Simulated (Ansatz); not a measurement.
# CH4Si (triplet): the correlation ladder at distance C1–H5 along a hydrogen transfer = 1.013 Å, cc-pVDZ

An exercise on one series of results from a longer session: the logs are not shown, and one member is left open.

The runs use Ansatz 0.2.0, Gaussian basis; cc-pVDZ, core rule «outside noble gas», up to 6 orbitals frozen.

Plan: UHF; CCSD(T) on ROHF; CCSD(T) on UHF; BCCD(T) on ROHF; CISD; CCSDT(Q) on ROHF; CCSDT(Q) on UHF; CASSCF and MRCISD+Q, 4 electrons in 4 orbitals; CASSCF and NEVPT2, 4 electrons in 4 orbitals.

2 further runs of the same task are left out: 2 that didn't finish.

## The system

The geometry derives from fragments relaxed apart (PBE0/def2-TZVP) and kept rigid, so it is no stationary point. A hydrogen atom is moved between rigid fragments.

6 atoms, charge 0, spin multiplicity 3.

Atoms are counted from 1 here; the program's logs count them from 0.

Bond lengths: C1–H2 1.090 Å, C1–H3 1.090 Å, C1–H4 1.090 Å, C1–H5 1.013 Å. Angles: H2–C1–H3 109.5°, H2–C1–H4 109.5°, H2–C1–H5 109.5°, H3–C1–H4 109.5°, H3–C1–H5 109.5°, H4–C1–H5 109.5°.

The first run:

File in.yaml:

```yaml
crystal:
  periodic: [false, false, false]
  atoms:
    - {symbol: C, position_ang: [-2.072460, 0.000000, 0.000000]}
    - {symbol: H, position_ang: [-2.435665, 1.027301, 0.000000]}
    - {symbol: H, position_ang: [-2.435666, -0.513650, 0.889668]}
    - {symbol: H, position_ang: [-2.435665, -0.513650, -0.889669]}
    - {symbol: H, position_ang: [-1.059460, 0.000000, 0.000000]}
    - {symbol: Si, position_ang: [1.186540, 0.000000, 0.000000]}
basis:
  gaussian: {orbitals: cc-pVDZ}
magnetization: {spin_polarized: true, initial_magnetization: 2}
hamiltonian: {xc: hf}
output: {orbitals: {seedname: orbitals}}
```

Command:

```console
> ansatz run in.yaml --threads 1 --pin off --events-out ev --progress --plain --max-ram 2393MiB
```

Among the steps run: UHF; CCSD(T) on ROHF; CCSD(T) on UHF; BCCD(T) on ROHF; CISD; CCSDT(Q) on ROHF; CCSDT(Q) on UHF; CASSCF and MRCISD+Q, 4 electrons in 4 orbitals; CASSCF and NEVPT2, 4 electrons in 4 orbitals.

One of the session's tables, all rows but one given; the rest of the session is left out.

It belongs to the step «Misses and costs». 

```
       method  from UCCSDT(Q) (meV)
         ROHF                     ?
          UHF               +6983.8
         RMP2               +1300.5
         UMP2               +1295.5
         CISD                +751.0
        RCCSD                +172.2
        UCCSD                +168.7
     RCCSD(T)                 +28.7
     UCCSD(T)                 +28.0
      BCCD(T)                 +28.5
       RCCSDT                  +6.1
       UCCSDT                  +5.9
    RCCSDT(Q)                  +0.2
    UCCSDT(Q)                     0
  CASSCF pair               +6673.0
  MRCISD pair                +681.5
MRCISD+Q pair                 +32.6
```

**Question.** Estimate the row for ROHF.

**Answer.** from UCCSDT(Q) (meV): +7090.2. In the column «from UCCSDT(Q) (meV)» it is the highest.

Not comparable, so not listed: CASSCF and NEVPT2, 4 electrons in 4 orbitals (they don't share determinant, frozen orbitals or solution with the rows shown, or repeat one).

Caveats from the session: Restricted and unrestricted rows rest on different reference determinants; where their highest levels disagree by more than a few hundredths of an eV, they describe different states and don't form one ladder. Warnings in the runs' records: passed over end.
